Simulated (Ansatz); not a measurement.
## HGe–AsH, doublet: reading a ladder of total energies

Geometry: displaced at random from a stationary point.

```yaml
atoms:
  - { symbol: Ge, position_ang: [0.0005, -0.0436, 1.2584] }
  - { symbol: As, position_ang: [-0.0004, 0.0408, -1.2184] }
  - { symbol: H, position_ang: [0.0476, 1.5964, 1.2570] }
  - { symbol: H, position_ang: [-0.0552, -1.4862, -1.3827] }
```

Basis cc-pVDZ; Ansatz 0.2.0. Correlated methods freeze the noble-gas cores and the filled d shells of p-block atoms, which leaves 11 electrons in 36 orbitals. R marks a restricted (for open shells ROHF) determinant, U an unrestricted one. No spin–orbit coupling is included, and no scalar relativity.

Full CI isn't at hand for all of this; UCCSDT(Q) serves as the reference, and is uncertain by about the last step of the cluster series.

The cluster runs stand on a determinant 0.02 eV above the lowest UHF solution, chosen by trial CCSD; the correlation energy below is counted from it.

Runs differ by some tens of microhartree through their thresholds and, for an open shell, their frozen cores, so steps under 0.03 kcal/mol mean nothing.

| level | total energy (hartree) |
| --- | --- |
| UHF determinant under the cluster runs | -4310.630047 |
| UMP2 | -4310.794953 |
| UCCSD | -4310.833875 |
| UCCSD(T) | -4310.840047 |
| UCCSDT | -4310.841295 |
| UCCSDT(Q) | -4310.841687 |

**Question.** What is the correlation energy at UCCSDT(Q), and what share of it do UMP2 and UCCSDT recover?

**Answer.** E(corr) = -4310.841687 − (-4310.630047) = -0.211640 hartree = -5.759 eV. UMP2: -0.164906 / -0.211640 = 77.92 %. UCCSDT: -0.211248 / -0.211640 = 99.81 %.

**Question.** By how many kcal/mol does UCCSD(T) miss UCCSDT(Q) (1 hartree = 627.509 kcal/mol), and which steps make up the rest?

**Answer.** -4310.840047 − (-4310.841687) = 0.001640 hartree = 1.03 kcal/mol. Steps: UCCSDT − UCCSD(T) = -0.78, UCCSDT(Q) − UCCSDT = -0.25 kcal/mol. Differences between like states or geometries often cancel part of this.
